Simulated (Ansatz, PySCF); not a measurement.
This PySCF input computes a r2SCAN/def2-TZVPD energy:

```python
from pyscf import gto, scf, dft

mol = gto.M(
    atom='''
    C     0.00476229    0.43392420   -0.00203639
    C     1.18383408   -0.15360148    0.00493325
    F    -1.14596015   -0.26718838   -0.00280751
    H    -0.17580160    1.50100015   -0.00772733
    H     1.28003303   -1.23028006    0.01036986
    H     2.07783169    0.45203897    0.00524394
    ''',
    basis='def2-tzvpd',
    charge=0,
    spin=0,
    verbose=4,
)

mf = dft.RKS(mol, xc='r2scan').density_fit(auxbasis='def2-universal-jkfit')
mf.grids.level = 4
mf.conv_tol = 1e-9
mf.max_cycle = 100
mf.max_memory = 1500
mf.kernel()
if not mf.converged:
    mf = mf.newton()
    mf.kernel(mf.make_rdm1())
mf.analyze()
```

Task: Write an input for the same energy in Ansatz (a first-principles code) and say what it gives.

Result: 
Ansatz 0.2 input:
```yaml
crystal:
  periodic: [false, false, false]
  atoms:
    - {symbol: C, position_ang: [0.00476229, 0.43392420, -0.00203639]}
    - {symbol: C, position_ang: [1.18383408, -0.15360148, 0.00493325]}
    - {symbol: F, position_ang: [-1.14596015, -0.26718838, -0.00280751]}
    - {symbol: H, position_ang: [-0.17580160, 1.50100015, -0.00772733]}
    - {symbol: H, position_ang: [1.28003303, -1.23028006, 0.01036986]}
    - {symbol: H, position_ang: [2.07783169, 0.45203897, 0.00524394]}
basis:
  gaussian:
    orbitals: def2-TZVPD
hamiltonian:
  xc: {name: r2SCAN}
output: {forces: true}
```
It gives -177.80899 Eh, and PySCF -177.80905 Eh, a difference of 0.06 mEh, from the treatment of integrals and grids.
